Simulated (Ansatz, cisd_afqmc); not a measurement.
Species: CH₃, charge 1, singlet. CH3+ (parent SMILES [CH3], singlet).
B3LYP-D3(BJ)/def2-TZVP minimum from Ansatz (a first-principles code):
```xyz
4

C      0.0000     0.0000     0.0000
H     -0.0100     1.0916    -0.0207
H      0.9502    -0.5376    -0.0134
H     -0.9402    -0.5540     0.0341
```
Charge +1, spin multiplicity 1.

Total energies in aug-cc-pVDZ, 6 correlated electrons, 1 frozen orbitals. Open shells are spin-unrestricted; no spin-orbit coupling. Correlated methods leave the cores frozen. No relativity. The Monte Carlo rows (phaseless AFQMC, CISD trial, step 0.005/hartree) carry one-sigma bars that omit the constraint's bias. Outlying blocks are dropped, and bars are widened where a walk drifts. Over all cases where full CI ran beside it in this data, AFQMC minus full CI had a median of +0.1 mEh and passed +0.4 mEh in a tenth of the cases.

| method | program | energy (Eh) | error against FCI (mEh) |
|---|---|---|---|
| HF | Ansatz | -39.23645 | 134.73 |
| MP2 | Ansatz | -39.34510 | 26.08 |
| CCSD | Ansatz | -39.36871 | 2.47 |
| CCSD(T) | Ansatz | -39.37074 | 0.44 |
| CCSDT(Q) | Ansatz | -39.37117 | 0.01 |
| CCSDTQ | Ansatz | -39.37118 | 0.00 |
| AFQMC/CISD | cisd_afqmc | -39.3710 ± 0.0001 | 0.2 ± 0.1 |
| FCI | Ansatz | -39.37118 | 0.00 |

Rough core times of Ansatz's runs on a shared machine: CCSD(T) under 20 s, CCSDT(Q) under 20 s, CCSDTQ 70 s, FCI 4 min.
